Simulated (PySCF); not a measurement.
Compound: C₄H₉F.
Atom-mapped SMILES: `[CH3:1][C:2]([CH3:3])([CH3:4])[F:5]` (hydrogens: H6, H7, H8 on C1; H9, H10, H11 on C3; H12, H13, H14 on C4)

The same species was optimised twice, with GFN2-xTB and with PBE0-D3(BJ)/def2-SVP (PySCF), and the same property calculations (PySCF, gas phase) were run on both structures.

| coordinate | GFN2-xTB | PBE0-D3(BJ)/def2-SVP | change |
| --- | --- | --- | --- |
| C4–H13 (Å) | 1.086 | 1.100 | +0.014 |
| C3–H9 (Å) | 1.086 | 1.100 | +0.014 |
| C1–H6 (Å) | 1.086 | 1.100 | +0.014 |
| C4–H14 (Å) | 1.087 | 1.100 | +0.013 |
| C4–H12 (Å) | 1.087 | 1.100 | +0.013 |
| C3–H10 (Å) | 1.087 | 1.100 | +0.013 |
| C1–H7 (Å) | 1.087 | 1.100 | +0.013 |
| C1–H8 (Å) | 1.087 | 1.100 | +0.013 |
| C3–H11 (Å) | 1.087 | 1.100 | +0.013 |
| C1–C2 (Å) | 1.525 | 1.518 | -0.007 |
| C2–C3 (Å) | 1.525 | 1.518 | -0.007 |
| C2–C4 (Å) | 1.525 | 1.518 | -0.007 |
| C2–F5 (Å) | 1.400 | 1.397 | -0.003 |
| C2–C1–H6 (°) | 110.0 | 111.0 | +1.0 |
| C2–C3–H9 (°) | 110.0 | 111.0 | +1.0 |
| C2–C4–H13 (°) | 110.0 | 111.0 | +1.0 |
| H9–C3–H11 (°) | 109.1 | 108.5 | -0.6 |
| H12–C4–H13 (°) | 109.1 | 108.5 | -0.6 |
| H6–C1–H8 (°) | 109.1 | 108.5 | -0.6 |
| H6–C1–H7 (°) | 109.1 | 108.5 | -0.6 |
| H9–C3–H10 (°) | 109.1 | 108.5 | -0.6 |

Rotational constants: A = 4728, B = 4727, C = 4533 MHz (GFN2-xTB) against A = 4749, B = 4748, C = 4538 MHz (PBE0-D3(BJ)/def2-SVP). Point groups within 0.08 Å: C3v and C3v. Atoms that the bonding makes alike are paired by their places after alignment.

On the GFN2-xTB structure: HOMO (eV) -9.06 [PBE0/pcSseg-1]; LUMO (eV) 1.35 [PBE0/pcSseg-1]; dipole (D) 1.90 [PBE0/pcSseg-1]; GIAO shielding of C1/C3/C4 (mean) (ppm) 156.5 [PBE0/pcSseg-1]; GIAO shielding of C2 (ppm) 92.8 [PBE0/pcSseg-1]; GIAO shielding of F5 (ppm) 344.6 [PBE0/pcSseg-1].

Question: What do these properties become on the PBE0-D3(BJ)/def2-SVP structure?

Answer: 
```tsv
property	level	on GFN2-xTB	on PBE0-D3(BJ)/def2-SVP	change
HOMO (eV)	PBE0/pcSseg-1	-9.06	-9.10	-0.04
LUMO (eV)	PBE0/pcSseg-1	1.35	1.32	-0.03
dipole (D)	PBE0/pcSseg-1	1.90	1.88	-0.02
energy, GFN2-xTB geometry as zero (kcal/mol)	PBE0/pcSseg-1	0.0	-0.3	-0.3
GIAO shielding of C1/C3/C4 (mean) (ppm)	PBE0/pcSseg-1	156.5	154.6	-1.9
GIAO shielding of C2 (ppm)	PBE0/pcSseg-1	92.8	94.5	+1.7
GIAO shielding of F5 (ppm)	PBE0/pcSseg-1	344.6	343.2	-1.4
```

The heavy atoms differ by 0.006 Å rms after alignment (one structure mirrored). Among all bonds 9 bonds (C1–H6, C1–H7, C1–H8, C3–H9, C3–H10, C3–H11 and others) change most and about equally (+0.013 to +0.014 Å). Changes are differences of the printed values. Neither structure is proved a minimum here.
